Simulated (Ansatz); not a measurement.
**What each rung costs, and what it gives**

Saddle point of MgNH₄Cl, singlet (MgNH₂Cl ([NH2][Mg][Cl]) + H₂ → MgHCl ([MgH][Cl]) + NH₃ (still joined by a long Mg–N bond); bonds formed: Mg1–H5, N2–H4; bonds broken: H4–H5; bonds weakened to dative contacts: Mg1–N2), PBE0-D4/def2-TZVP structure:

```csv
atom,x (Å),y (Å),z (Å)
Mg1,-0.8024,0.3212,-0.5757
N2,0.8974,-0.4607,0.0875
Cl3,-2.2743,0.8225,-2.1171
H4,0.0639,0.1636,1.0790
H5,-0.7483,0.6410,1.3345
H6,1.0543,-1.4523,0.2262
H7,1.8093,-0.0353,-0.0346
```

Barriers are electronic and count from the start structure reached by relaxing down the imaginary mode.

Program: Ansatz 0.2.0. Basis: as named in each row. Cores are frozen in the correlated methods. The outer core shell of Li, Na, Mg and K is correlated. The def2 sets are not built for correlating such inner shells, so the correlated values are less sure here. B3LYP uses VWN-RPA correlation. Extrapolation: Hartree–Fock as exp(−7.88 √X), correlation as X^−2.97.

Times are rough, for one single point on 2 threads of a shared host (Intel Xeon).

The estimate by CCSD(T) at an estimated basis limit (MP2 extrapolated from triple and quadruple zeta, plus CCSD(T) − MP2 in triple zeta) is 64.4 kJ/mol.

```csv
method,basis,time (s),barrier (kJ/mol),method less estimate
HF,STO-3G,under 1,99.2,34.8
PBE-D4,STO-3G,under 1,-0.6,-65.0
SPW92,def2-SVP,under 1,8.6,-55.8
PBE-D4,def2-SVP,under 1,29.8,-34.6
B3LYP-D4,6-31G,1,49.6,-14.8
SPW92,def2-TZVPP,1,16.2,-48.2
PBE0-D4,def2-SVP,1,39.3,-25.1
BLYP-D4,def2-TZVPP,3,48.9,-15.5
CCSD(T),def2-SVP,3,57.9,-6.4
PBE-D4,def2-TZVPP,3,37.5,-26.9
B3LYP-D4,def2-TZVPP,3,53.8,-10.6
BHLYP-D4,def2-TZVPP,3,63.3,-1.1
PBE0-D4,def2-TZVPP,4,45.3,-19.1
r2SCAN0-D4,def2-TZVPP,4,50.1,-14.3
CAM-B3LYP-D4,def2-TZVPP,4,55.9,-8.5
wB97M-V,def2-SVP,5,50.6,-13.8
r2SCAN-D4,def2-TZVPP,6,43.7,-20.7
PBE-QIDH,def2-TZVPP,6,55.3,-9.1
RPA on PBE,def2-TZVPP,6,61.0,-3.3
B2PLYP,def2-TZVPP,6,58.9,-5.5
wB97X-V,def2-TZVPP,9,59.5,-4.9
B97M-V,def2-TZVPP,10,41.0,-23.4
wB97M-V,def2-TZVPP,11,60.3,-4.1
MP2,def2-QZVPP,15,64.9,0.6
CCSD(T),def2-TZVPP,27,62.8,-1.6
```

All methods are single points on the PBE0-D4 structures; a negative value means that the method puts the saddle structure below the start.

T1 diagnostic: at most 0.010.

Labels in which every atom is bracketed show which atoms are joined, not bond orders.
